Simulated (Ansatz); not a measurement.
C₃, relaxed as a singlet with RKS r2SCAN-D4/def2-TZVP in Ansatz, starting from the GFN1-xTB geometry. Force threshold 0.02 eV/Å.

The structure comes from a short search, and lower isomers may exist.

Start:

```
atom   x (Å)   y (Å)   z (Å)
  C1   0.000   0.000   0.000
  C2  -0.729  -0.584  -0.876
  C3   0.729   0.584   0.876
```

| step | energy (eV) | largest force component (eV/Å) | SCF passes |
| --- | --- | --- | --- |
| 1 | -3102.3181 | 0.600 | 26 |
| 2 | -3102.3272 | 0.122 | 32 |
| 3 | -3102.3276 | 0.003 | 32 |

Force components are those of the run's own axes.

End:

Cartesian coordinates in Å:
```
C 0.000 0.000 0.000
C -0.736 -0.590 -0.884
C 0.736 0.590 0.884
```

By distances, no bond broke or formed. The bond that changes most is C1–C2, from 1.28 to 1.29 Å (atoms count from 1).

No frequencies were taken in this run, so the end may be a saddle point.

Hardware: 4 threads of Arm Neoverse V2 on a shared host. Wall time 2.2 s.
